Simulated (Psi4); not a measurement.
# SiO2 (silicon dioxide molecule): levels of theory compared

Wanted: a comparison of 5 runs (B2PLYP/cc-pVTZ, DSD-PBEP86/cc-pVTZ, wB97M-V/cc-pVTZ, MP3/cc-pVTZ, CCSD(T)/cc-pVTZ) of SiO2 (silicon dioxide molecule). 

The calculation is run with Psi4 1.11.

1 further run of the same task is left out (it didn't finish).

**1. Starting point**

SiO2 has 3 atoms, charge 0, and is taken as a singlet. SMILES: `O=[Si]=O`. One bond was lengthened or shortened from a relaxed shape.

Bond lengths: O1–Si2 1.958 Å, Si2–O3 1.506 Å. Angles: O1–Si2–O3 180.0°.

**2. A single-point energy at B2PLYP/cc-pVTZ (density fitting for correlation) (run 1)**

File o2si.dat:

```
memory 2200 mb

molecule {
  0 1
  O      0.907039     1.598457     0.674378
  Si    -0.000010     0.000000     0.000000
  O     -0.697730    -1.229610    -0.518760
  symmetry c1
}

set globals {
  basis                cc-pVTZ
  reference            rks
  puream               true
  e_convergence        1e-09
  d_convergence        1e-08
  scf_type             pk
  dft_radial_points    99
  dft_spherical_points 590
  num_frozen_docc      7
}

energy("b2plyp")
```

Launch:

```sh
$ psi4 -n 1 o2si.dat o2si.out
```

o2si.out:

```text
[...]
  Running in c1 symmetry.
[...]
  Nuclear repulsion =   79.408136821326877
[...]
  Multiplicity = 1
[...]
  Nalpha       = 15
  Nbeta        = 15
[...]
    Number of basis functions: 94
[...]
   @RKS iter   1:  -439.08229737638834   -6.87952e-01   1.04950e-02 ADIIS/DIIS
[...]
   @RKS iter  13:  -439.51339961186210   -2.10321e-12   5.04461e-09 DIIS
[...]
  @RKS Final Energy:  -439.51339961186210
   => Energetics <=
    Nuclear Repulsion Energy =             79.4081368213268775
    One-Electron Energy =                -765.7659355314726781
    Two-Electron Energy =                 264.9753655858095271
    DFT Exchange-Correlation Energy =     -18.1309664875258996
    Empirical Dispersion Energy =           0.0000000000000000
    VV10 Nonlocal Energy =                  0.0000000000000000
    Total Energy =                       -439.5133996118620985
[...]
 Multipole Moments:
 ------------------------------------------------------------------------------------
     Multipole            Electronic (a.u.)      Nuclear  (a.u.)        Total (a.u.)
 ------------------------------------------------------------------------------------
 L = 1.  Multiply by 2.5417464519 to convert [e a0] to [Debye]
 Dipole X            :         -0.0000218           -0.0000001           -0.0000219
 Dipole Y            :         -0.0000006           -0.0000000           -0.0000006
 Dipole Z            :         -0.2655377           -0.0016143           -0.2671520
 Magnitude           :                                                    0.2671520
[...]
```

Wall time 26 s (1 thread of Intel Xeon at 2.50GHz (Skylake/Cascade Lake), shared host); peak memory 0.93 GiB.

**3. The energy at DSD-PBEP86/cc-pVTZ (density fitting for correlation) (run 2)**

File o2si.json:

```json
{
  "schema_name": "qcschema_input",
  "schema_version": 1,
  "molecule": {
    "schema_name": "qcschema_molecule",
    "schema_version": 2,
    "symbols": ["O", "Si", "O"],
    "geometry": [1.71405529, 3.02064595, 1.27438972, -1.89e-05, 0.0, 0.0, -1.31851861, -2.32362614, -0.98031432],
    "molecular_charge": 0,
    "molecular_multiplicity": 1,
    "fix_symmetry": "c1"
  },
  "driver": "energy",
  "model": {
    "method": "dsd-pbep86",
    "basis": "cc-pVTZ"
  },
  "keywords": {
    "puream": true,
    "e_convergence": 1e-09,
    "d_convergence": 1e-08,
    "scf_type": "pk",
    "dft_radial_points": 99,
    "dft_spherical_points": 590,
    "num_frozen_docc": 7
  }
}
```

Launch:

```sh
$ psi4 --qcschema o2si.json -n 1 --memory 2200MB
```

stdout:

```text
[...]
  Running in c1 symmetry.
[...]
  Nuclear repulsion =   79.408136930607810
[...]
  Multiplicity = 1
[...]
  Nalpha       = 15
  Nbeta        = 15
[...]
    Number of basis functions: 94
[...]
   @RKS iter   1:  -438.73014204034263   -8.95563e-01   9.53528e-03 DIIS/ADIIS
[...]
   @RKS iter  13:  -439.10791321776486   -3.52429e-12   2.09618e-09 DIIS
[...]
  @RKS Final Energy:  -439.10791321776486
   => Energetics <=
    Nuclear Repulsion Energy =             79.4081369306078102
    One-Electron Energy =                -765.6682297727679725
    Two-Electron Energy =                 257.9185867524122386
    DFT Exchange-Correlation Energy =     -10.7664071280169615
    Empirical Dispersion Energy =           0.0000000000000000
    VV10 Nonlocal Energy =                  0.0000000000000000
    Total Energy =                       -439.1079132177648603
[...]
 Multipole Moments:
 ------------------------------------------------------------------------------------
     Multipole            Electronic (a.u.)      Nuclear  (a.u.)        Total (a.u.)
 ------------------------------------------------------------------------------------
 L = 1.  Multiply by 2.5417464519 to convert [e a0] to [Debye]
 Dipole X            :         -0.0000232           -0.0000001           -0.0000233
 Dipole Y            :         -0.0000006           -0.0000000           -0.0000007
 Dipole Z            :         -0.2196115           -0.0016143           -0.2212258
 Magnitude           :                                                    0.2212258
[...]
```

The result, in JSON:

```text
{
 "driver": "energy",
 "model": {
  "method": "dsd-pbep86",
  "basis": "cc-pVTZ"
 },
 "success": true,
 "return_result": -439.4318288493286,
 "properties": {
  "calcinfo_nbasis": 94,
  "calcinfo_nmo": 94,
  "calcinfo_nalpha": 15,
  "calcinfo_nbeta": 15,
  "calcinfo_natom": 3,
  "nuclear_repulsion_energy": 79.40813693060781,
  "return_energy": -439.4318288493286,
  "scf_one_electron_energy": -765.668229772768,
  "scf_two_electron_energy": 257.91858675241224,
  "scf_xc_energy": -10.766407128016962,
  "scf_dipole_moment": [-2.3313425769971507e-05, -6.507976636259439e-07, -0.22122577369889507],
  "scf_total_energy": -439.10791321776486,
  "scf_iterations": 13
 }
}
```

Run time: 27 s. Hardware: 1 thread of Intel Xeon at 2.50GHz (Skylake/Cascade Lake), shared host; peak memory 0.93 GiB.

Runs 3 to 4 aren't shown in full; the table further down has their settings and results.

**4. The energy at CCSD(T)/cc-pVTZ (run 5)**

File o2si.xyz:

```xyz
3
O2Si
O      0.907039     1.598457     0.674378
Si    -0.000010     0.000000     0.000000
O     -0.697730    -1.229610    -0.518760
```

File o2si.py:

```python
import psi4

psi4.set_memory(2200000000)
psi4.set_num_threads(1)
psi4.set_output_file('run.log', False)

with open('o2si.xyz') as f:
    atoms = ''.join(f.readlines()[2:])
m = psi4.geometry('0 1\n' + atoms + 'symmetry c1\nno_reorient\nno_com')

psi4.set_options({
    'basis': 'cc-pVTZ',
    'reference': 'rhf',
    'puream': True,
    'e_convergence': 1e-09,
    'd_convergence': 1e-08,
    'scf_type': 'pk',
    'num_frozen_docc': 7,
})

result, w = psi4.energy('ccsd(t)', molecule=m, return_wfn=True)
print(f'ccsd(t) energy: {result:.10f} Eh')
```

Launch:

```sh
$ python o2si.py
```

run.log:

```text
[...]
  Running in c1 symmetry.
[...]
  Nuclear repulsion =   79.408136821326877
[...]
  Multiplicity = 1
[...]
  Nalpha       = 15
  Nbeta        = 15
[...]
    Number of basis functions: 94
[...]
   @RHF iter   1:  -438.25764118666734   -1.15720e+00   8.83455e-03 DIIS/ADIIS
[...]
   @RHF iter  13:  -438.60619333872978   -7.10543e-12   3.33912e-09 DIIS
[...]
  @RHF Final Energy:  -438.60619333872978
   => Energetics <=
    Nuclear Repulsion Energy =             79.4081368213268775
    One-Electron Energy =                -765.6665490406758181
    Two-Electron Energy =                 247.6522188806190741
    Total Energy =                       -438.6061933387297813
[...]
 Multipole Moments:
 ------------------------------------------------------------------------------------
     Multipole            Electronic (a.u.)      Nuclear  (a.u.)        Total (a.u.)
 ------------------------------------------------------------------------------------
 L = 1.  Multiply by 2.5417464519 to convert [e a0] to [Debye]
 Dipole X            :         -3.2081833            3.1640289           -0.0441544
 Dipole Y            :         -5.6539191            5.5761585           -0.0777606
 Dipole Z            :         -2.3854143            2.3526032           -0.0328111
 Magnitude           :                                                    0.0952517
[...]
      * MP2 total energy                      = -439.198905850719711
[...]
      * CCSD total energy                     = -439.198341296802653
[...]
      * CCSD(T) total energy                  = -439.233825026516399
```

On the terminal:

```text
ccsd(t) energy: -439.2338250265 Eh
```

Run time: 82 s. Hardware: 1 thread of Intel Xeon at 2.50GHz (Skylake/Cascade Lake), shared host; peak memory 0.78 GiB.

**5. The series**

```tsv
run	level	fitting correlation	frozen core orbitals	energy (Eh)	HOMO energy (eV)	LUMO energy (eV)	HOMO–LUMO gap (eV)	wall time
1	B2PLYP/cc-pVTZ (density fitting for correlation)	density fitting	7	-439.723702	-10.46	-2.96	7.50	26 s
2	DSD-PBEP86/cc-pVTZ (density fitting for correlation)	density fitting	7	-439.431829	-11.74	-2.01	9.73	27 s
3	wB97M-V/cc-pVTZ	–	0	-439.865728	-11.22	-2.29	8.92	88 s
4	MP3/cc-pVTZ	none	7	-439.174886	-13.50	-0.31	13.19	32 s
5	CCSD(T)/cc-pVTZ	none	7	-439.233825	-13.50	-0.31	13.19	82 s
```

**6. What came out**

| quantity | value |
| --- | --- |
| run 5: total energy | -439.23383 Eh |
| run 5: HOMO energy (Hartree–Fock orbitals) | -13.50 eV |
| run 5: LUMO energy (Hartree–Fock orbitals) | -0.31 eV |
| run 5: HOMO–LUMO gap (Hartree–Fock orbitals) | 13.19 eV |
| run 5: correlation energy (7 core orbitals frozen) | -627.6 mEh |
| run 5: (T) correction | -35.48 mEh |
| run 5: T1 diagnostic | 0.049 |

**Reading.** Over runs 1, 2, 3 the HOMO–LUMO gap runs from 7.50 eV (B2PLYP/cc-pVTZ) to 9.73 eV (DSD-PBEP86/cc-pVTZ). A double hybrid's value is that of its SCF part. Totals of different functionals can't be ranked against each other. In run 5 the T1 diagnostic is large, so a single reference may not serve. All runs together took 4.2 min, the longest 88 s.
